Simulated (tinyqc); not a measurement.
Worked calculation (part 2 of 2): ROHF in the sto-3g basis, for LiH+, spin multiplicity 2. Computed by tinyqc, a small Python program that keeps every step (integrals from PySCF). Command: `OMP_NUM_THREADS=1 python tinyqc.py 22191 22192 out.jsonl` (the two numbers bound the seeds that draw the settings). One thread of a shared host (Intel(R) Xeon(R) Processor @ 2.60GHz), about 0.1 s of CPU time with the checks.

Geometry (angstrom):
```
atom         x         y         z
Li    0.000000  0.000000  0.000000
H     0.000000  0.000000  2.295000
```

## Convergence

Stop when the energy changes by less than 1e-09 hartree and every element of the error matrix X^T (F D S - S D F) X is below 9e-06.

Course of the cycle:
```
iteration  E (hartree)     change  largest element of the error matrix
1          -6.30571095          -                             6.67e-02
2          -7.58330611  -1.28e+00                             7.28e-02
3          -7.61776568  -3.45e-02                             1.98e-02
4          -7.61929491  -1.53e-03                             1.65e-03
5          -7.61930673  -1.18e-05                             1.15e-03
6          -7.61931375  -7.03e-06                             4.08e-05
7          -7.61931376  -5.10e-09                             6.74e-06
8          -7.61931376  -1.60e-10                             1.32e-07
```

PySCF ROHF in the same basis = -7.61931376 hartree

Converged in 8 iterations.

## Populations, bond orders and dipole

D(alpha) after iteration 8, order 1Li 1s, 1Li 2s, 1Li 2px, 1Li 2py, 1Li 2pz, 2H 1s:
```
[[0.988024, 0.020781, 0.000000, 0.000000, -0.008962, -0.056082],
 [0.020781, 0.027685, 0.000000, 0.000000, 0.027897, 0.143843],
 [0.000000, 0.000000, 0.000000, 0.000000, 0.000000, 0.000000],
 [0.000000, 0.000000, 0.000000, 0.000000, 0.000000, 0.000000],
 [-0.008962, 0.027897, 0.000000, 0.000000, 0.029030, 0.149986],
 [-0.056082, 0.143843, 0.000000, 0.000000, 0.149986, 0.775026]]
```

D(beta) after iteration 8, order 1Li 1s, 1Li 2s, 1Li 2px, 1Li 2py, 1Li 2pz, 2H 1s:
```
[[0.984521, 0.030459, 0.000000, 0.000000, 0.001121, -0.003979],
 [0.030459, 0.000942, 0.000000, 0.000000, 0.000035, -0.000123],
 [0.000000, 0.000000, 0.000000, 0.000000, 0.000000, 0.000000],
 [0.000000, 0.000000, 0.000000, 0.000000, 0.000000, 0.000000],
 [0.001121, 0.000035, 0.000000, 0.000000, 0.000001, -0.000005],
 [-0.003979, -0.000123, 0.000000, 0.000000, -0.000005, 0.000016]]
```

overlap S, order 1Li 1s, 1Li 2s, 1Li 2px, 1Li 2py, 1Li 2pz, 2H 1s:
```
[[1.000000, 0.241137, 0.000000, 0.000000, 0.000000, 0.013768],
 [0.241137, 1.000000, 0.000000, 0.000000, 0.000000, 0.235727],
 [0.000000, 0.000000, 1.000000, 0.000000, 0.000000, 0.000000],
 [0.000000, 0.000000, 0.000000, 1.000000, 0.000000, 0.000000],
 [0.000000, 0.000000, 0.000000, 0.000000, 1.000000, 0.346504],
 [0.013768, 0.235727, 0.000000, 0.000000, 0.346504, 1.000000]]
```

Mulliken: Z minus the diagonal of D S on the atom; Loewdin: the same with S^(1/2) D S^(1/2); Mayer order: 2 sum_s sum (D(s) S)_ij (D(s) S)_ji over the two atoms.

Charges (e):
```
atom  Mulliken   Loewdin  Mulliken spin
1Li   0.860063  0.827859       0.139798
2H    0.139937  0.172141       0.860202
```

Mayer bond orders:
```
pair     order
2-1   0.240470
```

dipole moment about the origin, x y z (debye): [0.000000, 0.000000, 0.681301]
